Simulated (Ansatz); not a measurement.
**BClH4N with multiplicity 2: a relaxation**

Aim: relax a first guess of the structure. Meant to form: Cl2–N5; to break: B1–Cl2. The start is a guess near the saddle point, from which both ends are pulled out.

Method: UKS B3LYP/6-31G*, in Ansatz 0.2.0.

### 1 The system as given

Bond lengths: B1–Cl2 2.110 Å, B1–H3 1.190 Å, B1–H4 1.190 Å, Cl2–N5 2.030 Å, N5–H6 1.060 Å, N5–H7 1.060 Å. Angles: B1–Cl2–N5 180.0°, Cl2–B1–H3 120.0°, Cl2–B1–H4 120.0°, H3–B1–H4 120.0°, Cl2–N5–H6 120.0°, Cl2–N5–H7 120.0°, H6–N5–H7 120.0°.

Coordinates:

```xyz
7

B     0.0000    0.0000    0.0000
Cl    0.0000    0.0000    2.1100
H     1.0305    0.0000   -0.5950
H    -1.0305    0.0000   -0.5950
N     0.0000    0.0000    4.1400
H    -0.4960   -0.7725    4.6700
H     0.4960    0.7725    4.6700
```

### 2 A restrained relaxation towards end A

Springs on the bonds that form and break draw the guess towards this end; the thresholds are loose.

The input, input.yaml:

```yaml
crystal:
  periodic: [false, false, false]
  atoms:
    - { symbol: B, position_ang: [0.0, 0.0, 0.0] }
    - { symbol: Cl, position_ang: [0.0, 0.0, 2.11] }
    - { symbol: H, position_ang: [1.0305, 0.0, -0.595] }
    - { symbol: H, position_ang: [-1.0305, 0.0, -0.595] }
    - { symbol: "N", position_ang: [0.0, 0.0, 4.14] }
    - { symbol: H, position_ang: [-0.496, -0.7725, 4.67] }
    - { symbol: H, position_ang: [0.496, 0.7725, 4.67] }
magnetization:
  spin_polarized: true
  initial_magnetization: 1
basis:
  gaussian: { orbitals: "6-31G*" }
hamiltonian:
  xc: b3lyp
relax:
  f_tol: 0.15
  max_steps: 25
  restrain:
    - { distance: [1, 4], at: 2.93, k: 30.0 }
    - { distance: [0, 1], at: 1.86, k: 30.0 }
```

Launch:

```
> ansatz run input.yaml --threads 1 --pin off --max-ram 2048MiB --backend cpu --events-out ev --progress --plain --runs-dir out
```

Log, shortened:

```text
Warning: RAYON_NUM_THREADS=1 ignored (pool sized by the plan → 1); use --threads N
[...]
Functional definition: B3LYP
[...]
647 factors; integrals over basis functions are off by at most 5.1e-4 eV
[...]
mean field -14749.81822700 eV, -542.0458220564 hartree, gradient 7.6e-6 eV, S^2 0.754817; 2 other end points of the search recorded, 0 dependent functions left out
[...]
reference -14749.81843862 eV, -542.0458298334 hartree; 17, 16 occupied and 40, 41 virtual orbitals, 647 factors
relax step   1: F+E_penalty+E_count = -14749.81822700 eV  Δ(F+E_penalty+E_count) = +0.000e0 eV  max|allowed force component| = 6.955e0 eV/Å  E_restraint = 13.08750000 eV  max|allowed force component, restraints' pulls added| = 4.145e1 eV/Å  Δτ_max = 0.0000 Å  (106 SCF iters, accepted)
[...]
relax step   4: F+E_penalty+E_count = -14752.18045628 eV  Δ(F+E_penalty+E_count) = -5.961e-1 eV  max|allowed force component| = 1.994e0 eV/Å  E_restraint = 0.41416172 eV  max|allowed force component, restraints' pulls added| = 3.229e0 eV/Å  Δτ_max = 0.2000 Å  (34 SCF iters, accepted)
[...]
relax step   7: F+E_penalty+E_count = -14752.38679043 eV  Δ(F+E_penalty+E_count) = -1.253e-2 eV  max|allowed force component| = 1.365e0 eV/Å  E_restraint = 0.03474786 eV  max|allowed force component, restraints' pulls added| = 2.515e-1 eV/Å  Δτ_max = 0.1169 Å  (32 SCF iters, accepted)
[...]
relax step  13: F+E_penalty+E_count = -14752.39183979 eV  Δ(F+E_penalty+E_count) = +1.678e-3 eV  max|allowed force component| = 1.414e0 eV/Å  E_restraint = 0.02396007 eV  max|allowed force component, restraints' pulls added| = 1.211e-1 eV/Å  Δτ_max = 0.0958 Å  (31 SCF iters, accepted)
  distance Cl 1 - N 4 = 2.9378 Å
  distance B 0 - Cl 1 = 1.8208 Å
647 factors; integrals over basis functions are off by at most 5.2e-4 eV
mean field -14752.39183979 eV, -542.1404005820 hartree, gradient 2.6e-5 eV, S^2 0.752847; 1 other end points of the search recorded, 0 dependent functions left out
[...]
reference -14752.39205348 eV, -542.1404084348 hartree; 17, 16 occupied and 40, 41 virtual orbitals, 647 factors
Total energy: -14752.39205348 eV, -542.1404084348 hartree
Atom 0 at     0.013789     0.009390    -0.046631 Å, force     0.316216    -0.213291     1.246977 eV/Å
Atom 1 at     0.468909    -0.253256     1.696700 Å, force    -0.323190     0.195497    -1.413642 eV/Å
Atom 2 at     0.901309     0.125062    -0.827265 Å, force     0.001670     0.007022     0.009540 eV/Å
Atom 3 at    -1.143770     0.044812    -0.314437 Å, force     0.016725     0.008910     0.024851 eV/Å
Atom 4 at     0.289688    -0.201511     4.628571 Å, force    -0.038158     0.036388     0.141816 eV/Å
Atom 5 at    -0.684301    -0.548623     4.605182 Å, force     0.024173     0.009252    -0.003329 eV/Å
Atom 6 at     0.154377     0.824126     4.657881 Å, force     0.002564    -0.043778    -0.006214 eV/Å
Dipole moment:    -0.394405     0.239882    -0.186701 e Å
```

Wall time 20 s (1 thread of Intel Xeon 6975P-C (Granite Rapids), shared host); peak memory 0.16 GiB.

Relaxation path:

| step | energy from step 1 (eV) | largest force component (eV/Å) |
| --- | --- | --- |
| 1 | 0.0000 | 6.9549 |
| 2 | -1.3614 | 4.3873 |
| 3 | -1.7661 | 3.2221 |
| 4 | -2.3622 | 1.9941 |
| 5 | -2.5132 | 1.2674 |
| 6 | -2.5560 | 1.4066 |
| 7 | -2.5686 | 1.3654 |
| 8x | -2.5328 | 1.5528 |
| 9 | -2.5688 | 1.3995 |
| 10 | -2.5647 | 1.4884 |
| 11 | -2.5753 | 1.3918 |
| 12x | -2.5513 | 1.4915 |
| 13 | -2.5736 | 1.4136 |

Step 1 is the start. 2 steps were tried and not accepted (marked x). Energies and forces in the table leave out the springs, which the log lists apart; the run stops on the force with the springs' pull added.

After: Bond lengths: B1–Cl2 1.821 Å, B1–H3 1.188 Å, B1–H4 1.189 Å, N5–H6 1.034 Å, N5–H7 1.035 Å. Angles: Cl2–B1–H3 117.2°, Cl2–B1–H4 117.6°, H3–B1–H4 125.2°, H6–N5–H7 102.1°.

Pairs that crossed the distance rule for bonds on the way: moved apart Cl2–N5.

### 3 End point A

It starts where the restrained run ended.

The input, input.yaml:

```yaml
crystal:
  periodic: [false, false, false]
  atoms:
    - { symbol: B, position_ang: [0.013789, 0.00939, -0.046631] }
    - { symbol: Cl, position_ang: [0.468909, -0.253256, 1.6967] }
    - { symbol: H, position_ang: [0.901309, 0.125062, -0.827265] }
    - { symbol: H, position_ang: [-1.14377, 0.044812, -0.314437] }
    - { symbol: "N", position_ang: [0.289688, -0.201511, 4.628571] }
    - { symbol: H, position_ang: [-0.684301, -0.548623, 4.605182] }
    - { symbol: H, position_ang: [0.154377, 0.824126, 4.657881] }
magnetization:
  spin_polarized: true
  initial_magnetization: 1
basis:
  gaussian: { orbitals: "6-31G*" }
hamiltonian:
  xc: b3lyp
relax:
  f_tol: 0.03
  max_steps: 50
```

Launch:

```
> ansatz run input.yaml --threads 1 --pin off --max-ram 2048MiB --backend cpu --events-out ev --progress --plain --runs-dir out
```

Log, shortened:

```text
Warning: RAYON_NUM_THREADS=1 ignored (pool sized by the plan → 1); use --threads N
[...]
[... 1 set-up line as earlier in the session ...]
[...]
648 factors; integrals over basis functions are off by at most 5.2e-4 eV
[...]
mean field -14752.39185353 eV, -542.1404010868 hartree, gradient 3.6e-5 eV, S^2 0.752847; 0 other end points of the search recorded, 0 dependent functions left out
[...]
reference -14752.39206799 eV, -542.1404089681 hartree; 17, 16 occupied and 40, 41 virtual orbitals, 648 factors
relax step   1: F+E_penalty+E_count = -14752.39185353 eV  Δ(F+E_penalty+E_count) = +0.000e0 eV  max|allowed force component| = 1.414e0 eV/Å  Δτ_max = 0.0000 Å  (30 SCF iters, accepted)
[...]
relax step   4: F+E_penalty+E_count = -14752.46079600 eV  Δ(F+E_penalty+E_count) = -2.253e-2 eV  max|allowed force component| = 1.279e-1 eV/Å  Δτ_max = 0.0700 Å  (31 SCF iters, accepted)
[...]
mean field -14752.46306136 eV, -542.1430179263 hartree, gradient 5.9e-5 eV, S^2 0.752788; 1 other end points of the search recorded, 0 dependent functions left out
[...]
reference -14752.46328035 eV, -542.1430259740 hartree; 17, 16 occupied and 40, 41 virtual orbitals, 648 factors
Total energy: -14752.46328035 eV, -542.1430259740 hartree
Atom 0 at     0.032850     0.001219    -0.103555 Å, force    -0.000188    -0.000307     0.004705 eV/Å
Atom 1 at     0.623433    -0.259757     1.524519 Å, force     0.001098     0.001591    -0.003793 eV/Å
Atom 2 at     0.828613     0.052779    -0.985626 Å, force     0.000323    -0.002040    -0.000452 eV/Å
Atom 3 at    -1.140194     0.117366    -0.263421 Å, force    -0.000541     0.001428    -0.000175 eV/Å
Atom 4 at     0.249157    -0.178415     4.853122 Å, force     0.003727    -0.003694     0.001614 eV/Å
Atom 5 at    -0.669954    -0.571790     4.590314 Å, force    -0.002124    -0.001769    -0.001346 eV/Å
Atom 6 at     0.076097     0.838597     4.784648 Å, force    -0.002295     0.004791    -0.000552 eV/Å
Dipole moment:    -0.392597     0.217821    -0.242845 e Å
```

It took 16 s on 1 thread of Intel Xeon 6975P-C (Granite Rapids), shared host; peak memory 0.16 GiB.

Relaxation path:

| step | energy from step 1 (eV) | largest force component (eV/Å) |
| --- | --- | --- |
| 1 | 0.0000 | 1.4137 |
| 2 | -0.0392 | 0.8025 |
| 3 | -0.0464 | 0.6596 |
| 4 | -0.0689 | 0.1279 |
| 5 | -0.0694 | 0.0446 |
| 6 | -0.0697 | 0.0563 |
| 7 | -0.0700 | 0.0282 |
| 8x | -0.0497 | 0.9427 |
| 9 | -0.0701 | 0.2113 |
| 10x | -0.0700 | 0.1197 |
| 11 | -0.0708 | 0.1023 |
| 12 | -0.0712 | 0.0048 |

Step 1 is the start. 2 steps were tried and not accepted (marked x).

After: Bond lengths: B1–Cl2 1.751 Å, B1–H3 1.189 Å, B1–H4 1.190 Å, N5–H6 1.034 Å, N5–H7 1.034 Å. Angles: Cl2–B1–H3 118.1°, Cl2–B1–H4 118.2°, H3–B1–H4 123.8°, H6–N5–H7 102.0°.

### 4 What came out

| quantity | value |
| --- | --- |
| end A | 9 moves, 0.071 eV lower |

**Reading.** The relaxation gains 0.07 eV in 9 moves, with Cl2 moving most (0.23 Å); the start's largest force component was 1.4 eV/Å.
